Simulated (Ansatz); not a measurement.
System: HCl, charge 0, singlet. HCl (chlorane, SMILES Cl).
B3LYP-D3(BJ)/def2-TZVP minimum from Ansatz (a program for electronic structure):
```
Cl
H 1 1.2820
```
Charge 0, spin multiplicity 1.

Quantity: atomisation energy (electronic, to ground-state atoms), in kJ/mol. UHF or UKS for unpaired electrons; spin-orbit terms are left out. CBS(X,Y): correlation extrapolated as X^-3, Hartree-Fock from the larger set (Q,5: extrapolated as (X+1)exp(-9√X)). A bracket is a step between two methods taken in the basis named. The functionals are non-relativistic, so their misses hold any scalar relativity. Double hybrids freeze cores in their MP2 part. '+ core + X2C': CCSD(T) terms for core correlation (cc-pwCVTZ, 1s frozen past Ne) and scalar relativity (cc-pVTZ-DK). Full CI freezes restricted core orbitals, also for open shells; the composite that ends in it estimates full CI at the basis-set limit. Where a partner has so few electrons that a lower coupled-cluster level is exact, that level stands in.

CCSD(T)/CBS(cc-pV(Q+d)Z,cc-pV(5+d)Z) + [CCSDT(Q) - CCSD(T)]/cc-pV(5+d)Z + [FCI - CCSDT(Q)]/cc-pV(D+d)Z + core + X2C (Ansatz) gives 449.5 kJ/mol.

What does PBE/def2-TZVPD (Ansatz) give here, and how do the other levels compare?

PBE gives 444.7 kJ/mol, 4.8 kJ/mol below it. Differences of the others: r2SCAN/def2-TZVPD (Ansatz) -6.3; B3LYP/def2-TZVPD (Ansatz) -11.1; PBE0/def2-TZVPD (Ansatz) -11.3; wB97M-V/def2-TZVPD (Ansatz) -1.9; B2PLYP/def2-TZVPD (Ansatz) -14.4; CCSD(T)/CBS(cc-pV(Q+d)Z,cc-pV(5+d)Z) + core + X2C (Ansatz) 0.0 kJ/mol. Nearer than PBE: wB97M-V/def2-TZVPD, CCSD(T)/CBS(cc-pV(Q+d)Z,cc-pV(5+d)Z) + core + X2C.
